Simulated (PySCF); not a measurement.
Species: C₂H₅N (triplet state).
SMILES with atom numbers: `[CH3:1][CH2:2][N:3]` (hydrogens: H4, H5, H6 on C1; H7, H8 on C2)

Method: PySCF, UKS B3LYP, IGLO-III on C N, pcH-1 on H, non-relativistic, mean-field spin-orbit, GIAO. Isolated species at its PBE0-D3(BJ)/def2-SVP geometry, gas phase. The SCF solution wasn't tested for stability.

Give the principal g shifts and their parts.

| Δg (ppm) | 1 | 2 | 3 |
| --- | --- | --- | --- |
| relativistic mass correction | -208 | -208 | -208 |
| gauge correction | 45 | 15 | 9 |
| orbital Zeeman/spin–orbit | -96 | 1405 | 1467 |
| total | -259 | 1213 | 1269 |

So g = 2.00206, 2.00353, 2.00359 and g_iso = 2.00306; the tensor is close to axial: the two nearest values differ by 4 % of g3 − g1. Axes: g1 points within 3° of the C2–N3 bond. With S = 1 there is also a zero-field splitting, D = +1.64 cm⁻¹, to set against the quantum of 0.317 cm⁻¹ at 9.5 GHz.

How much does each term add to the isotropic shift?

The orbital-Zeeman/spin–orbit term 925, the mass correction -208 and the gauge correction 23 ppm, for a total of 741 ppm. The orbital-Zeeman/spin–orbit term is the largest in size. The mass correction is the same along every axis, so the anisotropy comes from the other two: their spans along these axes are 36 (gauge) and 1564 ppm (orbital Zeeman/spin–orbit).

What are the electron Larmor frequencies g μB B/h along the three axes at 330 mT?

9.2470, 9.2538, 9.2541 GHz for g1, g2 and g3, a range of 7.1 MHz.

At 94.412 GHz, how far is the centre of the isotropic spectrum from where a free electron (g = 2.002319) resonates, zero-field splitting left aside?

B = hν/(g μB) with μB/h = 13.99624 MHz/mT gives 3368.86 mT for the free electron and 3367.61 mT at g_iso, 1.25 mT lower.

Largest spin populations (Mulliken): N3 (+1.91), C2 (-0.16), H7 (+0.09) and H8 (+0.09). No atom but N3 exceeds +0.15. The positive populations add up to 2.16 and the negative ones to -0.16, together 2S = 2.

The HOMO–LUMO gaps are 8.67 eV among the α and 6.57 eV among the β orbitals.
